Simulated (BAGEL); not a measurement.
# One shape, several levels: C3H2ClF (SMILES FC1=CC1Cl)

Aim: a comparison of 3 runs (HF/STO-3G, HF/6-31G*, HF/def2-SVP) of C3H2ClF. 

Program for the calculation: BAGEL 1.2.2.

## 1. The molecule

C3H2ClF: 7 atoms, total charge 0, spin state singlet. As SMILES, `FC1=CC1Cl`. The C4–H7 distance was set to 1.412 Å, away from the relaxed value.

Bond lengths: F1–C2 1.299 Å, C2–C3 1.288 Å, C2–C4 1.439 Å, C3–C4 1.503 Å, C4–Cl5 1.797 Å, C3–H6 1.075 Å. Angles: F1–C2–C3 149.0°, F1–C2–C4 144.3°, C3–C2–C4 66.6°, C2–C3–C4 61.5°, C2–C4–C3 51.9°, C2–C4–Cl5 120.4°, C3–C4–Cl5 119.9°, C2–C3–H6 154.3°, C4–C3–H6 144.1°. A long bond or contact: C4–H7 1.412 Å.

## 2. The energy at HF/STO-3G (density fitting with qzvpp-jkfit) (run 1)

Contents of hf.json:

```json
{ "bagel" : [

{
  "title" : "molecule",
  "basis" : "sto-3g",
  "df_basis" : "qzvpp-jkfit",
  "angstrom" : "true",
  "geometry" : [
    { "atom" : "F", "xyz" : [    0.195757,   -2.280121,   -0.181811 ] },
    { "atom" : "C", "xyz" : [    0.034557,   -1.037021,    0.159489 ] },
    { "atom" : "C", "xyz" : [   -0.065543,   -0.152321,    1.089789 ] },
    { "atom" : "C", "xyz" : [   -0.219543,    0.288479,   -0.339011 ] },
    { "atom" : "Cl", "xyz" : [   -1.843843,    0.726379,   -0.970311 ] },
    { "atom" : "H", "xyz" : [   -0.096343,    0.180079,    2.111889 ] },
    { "atom" : "H", "xyz" : [    0.734800,    1.092800,   -1.000200 ] }
  ]
},
{
  "title" : "hf"
},
{
  "title" : "print",
  "file" : "orbitals.molden",
  "orbitals" : "true"
}

]}
```

Command:

```bash
BAGEL_NUM_THREADS=1 BAGEL hf.json > hf.out
```

Log:

```text
* using 1 threads per process

  ===============================================================
  ===============================================================

  *** Geometry ***

  { "atom" : "F", "xyz" : [      0.369927,     -4.308804,     -0.343573 ] },
  { "atom" : "C", "xyz" : [      0.065303,     -1.959686,      0.301391 ] },
  { "atom" : "C", "xyz" : [     -0.123858,     -0.287845,      2.059403 ] },
  { "atom" : "C", "xyz" : [     -0.414876,      0.545146,     -0.640638 ] },
  { "atom" : "Cl", "xyz" : [     -3.484358,      1.372657,     -1.833622 ] },
  { "atom" : "H", "xyz" : [     -0.182062,      0.340300,      3.990892 ] },
  { "atom" : "H", "xyz" : [      1.388571,      2.065093,     -1.890104 ] },

  Number of auxiliary basis functions:      466

  Since a DF basis is specified, we compute 2- and 3-index integrals:
    o Being stored without compression. Storage requirement is 0.004 GB

  Number of basis functions:       31
  Number of electrons      :       46

    * METHOD: MOLECULE                             0.13

  *** RHF ***

  === Nuclear Repulsion ===
   194.2658691929

      * DIIS with orbital gradients will be used.

  === RHF iteration (sto-3g) ===
      0       -665.70322700          0.01697284           0.02
      1       -665.80048331          0.00620917           0.02
      2       -665.81159813          0.00146573           0.02
      3       -665.81278517          0.00048421           0.02
      4       -665.81287484          0.00012139           0.02
      5       -665.81288412          0.00004650           0.02
      6       -665.81288518          0.00001885           0.02
      7       -665.81288542          0.00000569           0.02
      8       -665.81288545          0.00000198           0.02
      9       -665.81288545          0.00000051           0.02
     10       -665.81288545          0.00000013           0.02
     11       -665.81288545          0.00000003           0.02
     12       -665.81288545          0.00000002           0.02
     13       -665.81288545          0.00000001           0.02
    * SCF iteration converged.

    * Permanent dipole moment:
           (   -0.854638,     0.216070,    -0.663893) a.u.

    * METHOD: HF                                   0.29

    * METHOD: PRINT                                0.00

  ===============================================================
```

Run time: 0.54 s. Hardware: 1 thread of Arm Neoverse V2, shared host.

## 3. The energy at HF/6-31G(d) (density fitting with qzvpp-jkfit, spherical functions) (run 2)

Contents of calc.json:

```json
{ "bagel" : [

{
  "title" : "molecule",
  "basis" : "6-31gs.json",
  "df_basis" : "qzvpp-jkfit",
  "angstrom" : true,
  "geometry" : [
    { "atom" : "F", "xyz" : [    0.195757,   -2.280121,   -0.181811 ] },
    { "atom" : "C", "xyz" : [    0.034557,   -1.037021,    0.159489 ] },
    { "atom" : "C", "xyz" : [   -0.065543,   -0.152321,    1.089789 ] },
    { "atom" : "C", "xyz" : [   -0.219543,    0.288479,   -0.339011 ] },
    { "atom" : "Cl", "xyz" : [   -1.843843,    0.726379,   -0.970311 ] },
    { "atom" : "H", "xyz" : [   -0.096343,    0.180079,    2.111889 ] },
    { "atom" : "H", "xyz" : [    0.734800,    1.092800,   -1.000200 ] }
  ]
},
{ "title" : "hf" },
{ "title" : "print", "file" : "orbitals.molden", "orbitals" : true }

]}
```

The basis set 6-31G* is read from a file made from the Basis Set Exchange's data (not shown).

Command:

```bash
BAGEL_NUM_THREADS=1 BAGEL calc.json > calc.out
```

Log:

```text
* using 1 threads per process

  ===============================================================
  ===============================================================

  *** Geometry ***

  { "atom" : "F", "xyz" : [      0.369927,     -4.308804,     -0.343573 ] },
  { "atom" : "C", "xyz" : [      0.065303,     -1.959686,      0.301391 ] },
  { "atom" : "C", "xyz" : [     -0.123858,     -0.287845,      2.059403 ] },
  { "atom" : "C", "xyz" : [     -0.414876,      0.545146,     -0.640638 ] },
  { "atom" : "Cl", "xyz" : [     -3.484358,      1.372657,     -1.833622 ] },
  { "atom" : "H", "xyz" : [     -0.182062,      0.340300,      3.990892 ] },
  { "atom" : "H", "xyz" : [      1.388571,      2.065093,     -1.890104 ] },

  Number of auxiliary basis functions:      466

  Since a DF basis is specified, we compute 2- and 3-index integrals:
    o Being stored without compression. Storage requirement is 0.023 GB

  Number of basis functions:       78
  Number of electrons      :       46

    * METHOD: MOLECULE                             0.18

  *** RHF ***

  === Nuclear Repulsion ===
   194.2658691929

      * DIIS with orbital gradients will be used.

  === RHF iteration (6-31gs.json) ===
      0       -673.40460673          0.01457400           0.05
      1       -673.49678046          0.00798775           0.05
      2       -673.52191263          0.00195101           0.04
      3       -673.52444814          0.00045956           0.04
      4       -673.52463304          0.00014810           0.04
      5       -673.52465845          0.00005503           0.04
      6       -673.52466113          0.00002403           0.04
      7       -673.52466164          0.00000708           0.04
      8       -673.52466170          0.00000371           0.04
      9       -673.52466171          0.00000169           0.04
     10       -673.52466171          0.00000066           0.04
     11       -673.52466171          0.00000028           0.05
     12       -673.52466171          0.00000013           0.05
     13       -673.52466171          0.00000005           0.05
     14       -673.52466171          0.00000002           0.05
     15       -673.52466171          0.00000001           0.04
     16       -673.52466171          0.00000000           0.04
    * SCF iteration converged.

    * Permanent dipole moment:
           (   -0.659071,     0.004443,    -0.764203) a.u.

    * METHOD: HF                                   0.88

    * METHOD: PRINT                                0.01

  ===============================================================
```

Wall time 1.2 s (1 thread of Arm Neoverse V2, shared host).

## 4. A single-point energy at HF/def2-SVP (density fitting with qzvpp-jkfit) (run 3)

hf.json: that of step 2 with these lines changed.

```diff
@@ -4,5 +4,5 @@
   "title" : "molecule",
-  "basis" : "sto-3g",
+  "basis" : "svp",
   "df_basis" : "qzvpp-jkfit",
-  "angstrom" : "true",
+  "angstrom" : true,
   "geometry" : [
@@ -17,10 +17,4 @@
 },
-{
-  "title" : "hf"
-},
-{
-  "title" : "print",
-  "file" : "orbitals.molden",
-  "orbitals" : "true"
-}
+{ "title" : "hf" },
+{ "title" : "print", "file" : "orbitals.molden", "orbitals" : true }
```

Command:

```bash
BAGEL_NUM_THREADS=1 BAGEL hf.json > hf.out
```

Log:

```text
* using 1 threads per process

  ===============================================================
  ===============================================================

  *** Geometry ***

  { "atom" : "F", "xyz" : [      0.369927,     -4.308804,     -0.343573 ] },
  { "atom" : "C", "xyz" : [      0.065303,     -1.959686,      0.301391 ] },
  { "atom" : "C", "xyz" : [     -0.123858,     -0.287845,      2.059403 ] },
  { "atom" : "C", "xyz" : [     -0.414876,      0.545146,     -0.640638 ] },
  { "atom" : "Cl", "xyz" : [     -3.484358,      1.372657,     -1.833622 ] },
  { "atom" : "H", "xyz" : [     -0.182062,      0.340300,      3.990892 ] },
  { "atom" : "H", "xyz" : [      1.388571,      2.065093,     -1.890104 ] },

  Number of auxiliary basis functions:      466

  Since a DF basis is specified, we compute 2- and 3-index integrals:
    o Being stored without compression. Storage requirement is 0.026 GB

  Number of basis functions:       84
  Number of electrons      :       46

    * METHOD: MOLECULE                             0.17

  *** RHF ***

  === Nuclear Repulsion ===
   194.2658691929

      * DIIS with orbital gradients will be used.

  === RHF iteration (svp) ===
      0       -673.12005914          0.01285610           0.05
      1       -673.21169808          0.00648968           0.05
      2       -673.23188065          0.00168649           0.05
      3       -673.23405585          0.00048909           0.05
      4       -673.23424160          0.00013684           0.05
      5       -673.23426623          0.00005050           0.05
      6       -673.23426931          0.00002324           0.05
      7       -673.23426990          0.00000742           0.05
      8       -673.23426997          0.00000357           0.05
      9       -673.23426999          0.00000184           0.05
     10       -673.23426999          0.00000075           0.05
     11       -673.23426999          0.00000029           0.05
     12       -673.23426999          0.00000014           0.05
     13       -673.23426999          0.00000006           0.05
     14       -673.23426999          0.00000002           0.05
     15       -673.23426999          0.00000001           0.05
     16       -673.23426999          0.00000001           0.05
    * SCF iteration converged.

    * Permanent dipole moment:
           (   -0.591863,    -0.070372,    -0.724386) a.u.

    * METHOD: HF                                   0.99

    * METHOD: PRINT                                0.01

  ===============================================================
```

It took 1.3 s on 1 thread of Arm Neoverse V2, shared host.

## 5. Overview of the runs

```
run                                                              level  energy (Eh)  dipole moment (D)  HOMO energy (eV)  LUMO energy (eV)  wall time
  1                       HF/STO-3G (density fitting with qzvpp-jkfit)  -665.812885               2.80             -8.64              7.73     0.54 s
  2  HF/6-31G* (density fitting with qzvpp-jkfit, spherical functions)  -673.524662               2.57            -10.47              4.42      1.2 s
  3                     HF/def2-SVP (density fitting with qzvpp-jkfit)  -673.234270               2.38            -10.56              4.01      1.3 s
```

## 6. Summary of results

```
            quantity          value
 run 3: total energy  -673.23427 Eh
run 3: dipole moment         2.38 D
  run 3: HOMO energy      -10.56 eV
  run 3: LUMO energy        4.01 eV
run 3: HOMO–LUMO gap       14.57 eV
```

**Reading.** The dipole moment (its size) runs from 2.38 D (HF/def2-SVP) to 2.80 D (HF/STO-3G). The HOMO–LUMO gap runs from 14.57 eV (HF/def2-SVP) to 16.37 eV (HF/STO-3G). In run 1 the basis is minimal, so the values are rough. All runs together took 3.1 s, the longest 1.3 s.
